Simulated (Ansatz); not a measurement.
System: zinc-blende HgSe. Method: PBE-D3(BJ) in Ansatz (PAW).

Run with plane-wave cutoff 520 eV, 10×10×10 k mesh, Fermi–Dirac smearing 0.01 eV, scalar-relativistic PAW data made under PBE.

Computed at the level's own relaxed cell.

### Question
Estimate the equilibrium volume per atom, bulk modulus B0, lattice constant a and pressure derivative B′ of the bulk modulus that the calculation returns.

### Answer

- equilibrium volume per atom: 29.39 Å³/atom
- bulk modulus B0: 48.5 GPa
- lattice constant a: 6.172 Å
- pressure derivative B′ of the bulk modulus: 5.0

The run finds no gap.

Measured, for comparison: equilibrium volume per atom 28.16 Å³/atom, lattice constant a 6.085 Å (293 K, no zero-point or thermal correction; as tabulated in Cardona et al. (2009), arXiv:0908.2634); bulk modulus 50 GPa (temperature not stated, no zero-point or thermal correction, our sources range from 48.5 to 51.6; as tabulated in Toher et al. (2017), arXiv:1611.05714). Computed (rounded) less measured: equilibrium volume per atom +4.4 %, bulk modulus -3 % (inside the range of the sources held), lattice constant a +1.4 %.

Spin–orbit coupling is not included; it can open a gap where bands touch, and shift volumes and moduli.

Static lattice: no zero-point or thermal effects.

Ansatz is an electronic-structure program.
